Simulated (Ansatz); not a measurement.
in.yaml

```yaml
crystal:
  periodic: [false, false, false]
  atoms:
    - {symbol: O, position_ang: [-0.843055, -0.231644, 0.000000]}
    - {symbol: H, position_ang: [-1.092364, 0.694932, 0.000000]}
    - {symbol: H, position_ang: [0.116474, -0.231644, 0.000000]}
    - {symbol: S, position_ang: [1.818945, -0.231644, 0.000000]}
basis:
  gaussian: {orbitals: cc-pVTZ}
magnetization: {spin_polarized: false, initial_magnetization: 2}
correlation: {method: bccd_t, electrons: outside_noble_gas}
```

```sh
$ ansatz run in.yaml --threads 2 --pin off --events-out ev --progress --plain --max-ram 24576MiB --backend cuda --devices 0, --max-vram 18GiB
```

Output:

```
540 factors; integrals over basis functions are off by at most 1.0e-3 eV
mean field evaluation 1: about -12882.1307 eV, gradient 3.9e1 eV
mean field evaluation 2: about -12882.1345 eV, gradient 3.9e1 eV
mean field evaluation 4: about -12884.7616 eV, gradient 1.3e1 eV
mean field evaluation 8: about -12885.2339 eV, gradient 1.5e-1 eV
mean field evaluation 16: about -12885.2341 eV, gradient 3.1e-3 eV
mean field evaluation 32: about -12885.2731 eV, gradient 9.4e-6 eV
mean field evaluation 64: about -12885.2342 eV, gradient 1.8e-1 eV
mean field evaluation 96: about -12885.2214 eV, gradient 3.2e0 eV
mean field evaluation 128: about -12885.2731 eV, gradient 1.5e-6 eV
mean field evaluation 160: about -12885.2705 eV, gradient 5.4e-2 eV
...
cycle   7  -11.51979648 eV  change    2.9e-5 eV  update   1.4e-4
cycle   8  -11.51979658 eV  change   -1.0e-7 eV  update   1.3e-4
cycle   9  -11.51980386 eV  change   -7.3e-6 eV  update   1.3e-4
cycle  10  -11.51980100 eV  change    2.9e-6 eV  update   1.2e-4
cycle  11  -11.51991966 eV  change   -1.2e-4 eV  update   1.1e-4
cycle  12  -11.51990571 eV  change    1.4e-5 eV  update   7.9e-5
cycle  13  -11.51984014 eV  change    6.6e-5 eV  update   3.8e-5
cycle  14  -11.51979576 eV  change    4.4e-5 eV  update   1.9e-5
cycle  15  -11.51979562 eV  change    1.4e-7 eV  update   8.4e-6
cycle  16  -11.51981281 eV  change   -1.7e-5 eV  update   3.8e-6
perturbative correction -0.40527041 eV, -0.0148934129 hartree
Total energy: -12897.19820655 eV, -473.9632920559 hartree
```

For the same geometry and basis UCCSDT(Q) lies 40.7 meV lower.

Ran on 2 threads of AMD EPYC 7R13 with a shared H100 80 GB, shared host: 27 s wall, 0.82 GiB peak host memory.
